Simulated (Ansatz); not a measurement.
# C4H8O: the cost of one run

Computed with Ansatz 0.2.0, Gaussian basis. Level: the settings change from run to run.

### 1 The relaxed structure

The structure was relaxed beforehand with PBE0-D4 in a triple-zeta def2 set.

SMILES `C1CCOC1`, 13 atoms, charge 0, spin multiplicity 1.

Atoms are counted from 1 here; the program's logs count them from 0.

Bond lengths: C1–C2 1.523 Å, C1–C5 1.521 Å, C1–H6 1.091 Å, C1–H7 1.094 Å, C2–C3 1.520 Å, C2–H8 1.091 Å, C2–H9 1.094 Å, C3–O4 1.420 Å, C3–H10 1.093 Å, C3–H11 1.099 Å, O4–C5 1.420 Å, C5–H12 1.093 Å, C5–H13 1.098 Å. Angles: C2–C1–C5 101.4°, C2–C1–H6 113.7°, C2–C1–H7 110.3°, C5–C1–H6 112.8°, C5–C1–H7 110.5°, H6–C1–H7 108.2°, C1–C2–C3 101.3°, C1–C2–H8 113.6°, C1–C2–H9 110.3°, C3–C2–H8 112.8°, C3–C2–H9 110.4°, H8–C2–H9 108.2°, C2–C3–O4 106.3°, C2–C3–H10 113.2°, C2–C3–H11 110.9°, O4–C3–H10 108.8°, O4–C3–H11 109.5°, H10–C3–H11 108.1° and more.

Geometry (Å):

```xyz
13
C4H8O
C    -0.7808    0.6385    0.3453
C    -0.1844   -0.6868    0.8022
C     0.5345   -1.1414   -0.4576
O     0.9635    0.0394   -1.1188
C     0.3251    1.1736   -0.5506
H    -1.0245    1.3148    1.1658
H    -1.6916    0.4640   -0.2346
H    -0.9288   -1.4057    1.1475
H     0.5320   -0.5215    1.6119
H     1.4073   -1.7675   -0.2537
H    -0.1428   -1.7036   -1.1148
H    -0.0465    1.8111   -1.3576
H     1.0573    1.7505    0.0301
```

### 2 wB97/aug-cc-pVTZ

This run has coordinates scaled by 1.25, a point charge of -1.00 e beside it.

in.yaml reads:

```yaml
crystal:
  periodic: [false, false, false]
  atoms:
    - {symbol: C, position_ang: [-0.976024, 0.798079, 0.431566]}
    - {symbol: C, position_ang: [-0.230526, -0.858541, 1.002693]}
    - {symbol: C, position_ang: [0.668084, -1.426790, -0.571983]}
    - {symbol: O, position_ang: [1.204348, 0.049228, -1.398533]}
    - {symbol: C, position_ang: [0.406406, 1.467044, -0.688291]}
    - {symbol: H, position_ang: [-1.280650, 1.643547, 1.457210]}
    - {symbol: H, position_ang: [-2.114479, 0.579962, -0.293311]}
    - {symbol: H, position_ang: [-1.160992, -1.757149, 1.434375]}
    - {symbol: H, position_ang: [0.665028, -0.651833, 2.014825]}
    - {symbol: H, position_ang: [1.759159, -2.209366, -0.317154]}
    - {symbol: H, position_ang: [-0.178547, -2.129537, -1.393522]}
    - {symbol: H, position_ang: [-0.058083, 2.263920, -1.697012]}
    - {symbol: H, position_ang: [1.321653, 2.188185, 0.037636]}
basis:
  gaussian: {orbitals: aug-cc-pVTZ, point_charges: [{charge: -1.00, position_ang: [4.489, -0.041, 0.277]}]}
hamiltonian: {xc: {name: wB97}}
```

Started as:

```
> ansatz run in.yaml --threads 4 --pin off --events-out ev --progress --plain --max-ram 10444MiB
```

**Question.** How long does this run take on 4 threads of Arm Neoverse V1, shared host, and how much memory does it need?

About 13 s, with a peak of 1.5 GiB.
